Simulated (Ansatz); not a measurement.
# C2H4FN: basis-set convergence

Aim: see how fast density functionals converge with the basis set for C2H4FN.

Method: one geometry, several basis sets; program: Ansatz 0.2.0, Gaussian basis.

The runs, in order: PBE0-D4/def2-SVP; ωB97M-V/def2-SVP; PBE0-D4/def2-QZVPP; ωB97M-V/def2-QZVPP; the functionals' def2-TZVPP values are taken from earlier runs.

1 further run of the same task is left out (it didn't finish).

**1. The relaxed structure**

An earlier PBE0-D4 in a triple-zeta def2 set relaxation fixed the geometry.

8 atoms, charge 0, spin multiplicity 1.

Atoms are counted from 1 here; the program's logs count them from 0.

Bond lengths: C1–C2 1.488 Å, C1–H5 1.088 Å, C1–H6 1.092 Å, C1–H7 1.092 Å, C2–N3 1.247 Å, C2–F4 1.341 Å, N3–H8 1.015 Å. Angles: C2–C1–H5 111.2°, C2–C1–H6 109.7°, C2–C1–H7 109.7°, H5–C1–H6 109.4°, H5–C1–H7 109.4°, H6–C1–H7 107.3°, C1–C2–N3 132.0°, C1–C2–F4 110.6°, N3–C2–F4 117.4°, C2–N3–H8 110.7°.

Coordinates:

```
atom    x (Å)    y (Å)    z (Å)
  C1  -0.2467   0.7324  -0.2873
  C2   0.4914  -0.4294   0.2784
  N3   0.1663  -1.6209   0.4504
  F4   1.7258  -0.0653   0.6540
  H5  -1.2505   0.4480  -0.5972
  H6  -0.3087   1.5277   0.4589
  H7   0.2984   1.1327  -1.1450
  H8  -0.7839  -1.7823   0.1320
```

**2. PBE0-D4 in def2-SVP**

The input, in.yaml:

```yaml
crystal:
  periodic: [false, false, false]
  atoms:
    - {symbol: C, position_ang: [-0.246744, 0.732412, -0.287282]}
    - {symbol: C, position_ang: [0.491441, -0.429375, 0.278409]}
    - {symbol: N, position_ang: [0.166295, -1.620854, 0.450446]}
    - {symbol: F, position_ang: [1.725795, -0.065302, 0.654014]}
    - {symbol: H, position_ang: [-1.250547, 0.447964, -0.597181]}
    - {symbol: H, position_ang: [-0.308720, 1.527713, 0.458869]}
    - {symbol: H, position_ang: [0.298437, 1.132696, -1.144958]}
    - {symbol: H, position_ang: [-0.783858, -1.782254, 0.131984]}
basis:
  gaussian: {orbitals: def2-SVP}
hamiltonian: {xc: pbe0, dispersion: d4}
output: {orbitals: {seedname: orbitals}}
```

The run is started by

```
> ansatz run in.yaml --threads 2 --pin off --events-out ev --progress --plain --max-ram 4352MiB
```

After this run come: ωB97M-V in def2-SVP; PBE0-D4 in def2-QZVPP; ωB97M-V in def2-QZVPP.

Before running them: what should the planned runs give, taken together? Wanted: PBE0-D4: double and triple zeta above quadruple; ωB97M-V: double and triple zeta above quadruple.

As calculated:

| quantity | value |
| --- | --- |
| PBE0-D4: double and triple zeta above quadruple | 7.82, 0.35 eV |
| ωB97M-V: double and triple zeta above quadruple | 8.08, 0.33 eV |

What this shows: For PBE0-D4 the step from double to triple zeta gains 7.48 eV and the next only 0.35 eV. Total energies overstate the basis error of differences, where much of it tends to cancel. The LUMO of ωB97M-V is positive and keeps falling with the basis (2.82 to 1.57 eV): an unbound level that the basis holds in place.
